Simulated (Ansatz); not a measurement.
Results of PBE (plane waves, PAW; Ansatz, a quantum-chemistry and plane-wave program) for 2H MoTe2.

Settings: plane-wave cutoff 520 eV, 12×12×4 k mesh (along the axes of the cell as run), no spin polarisation, scalar-relativistic PAW data made under PBE.

Cell (relaxed at this level):

Space group P6₃/mmc (No. 194); a = b = 3.5566 Å, c = 15.3342 Å, α = β = 90.00°, γ = 120.00°

| atom | site | symmetry | x | y | z |
|---|---|---|---|---|---|
| Te | 4f | 3m. | 0.6667 | 0.3333 | 0.1321 |
| Mo | 2c | -6m2 | 0.3333 | 0.6667 | 0.2500 |

### Question
What does this level give for the elastic constant C12, Poisson ratio, Voigt–Reuss–Hill bulk modulus, elastic constant C11, elastic constant C13, elastic constant C33, elastic constant C44 and elastic constant C66?

### Answer

elastic constant C12: 25.5 GPa
Poisson ratio: 0.182
Voigt–Reuss–Hill bulk modulus: 17.6 GPa
elastic constant C11: 107 GPa
elastic constant C13: 1.63 GPa
elastic constant C33: 4.60 GPa
elastic constant C44: 4.08 GPa
elastic constant C66: 40.9 GPa

Note: the cell comes from a level without a dispersion term, which matters for the spacing of layers, chains or molecules; the cell has widely spaced layers and the level no dispersion term, so their spacing and the moduli can rest on weak binding.

Elastic constants are with the ions relaxed.

Spin–orbit coupling is not included.

Static lattice: no zero-point or thermal effects.
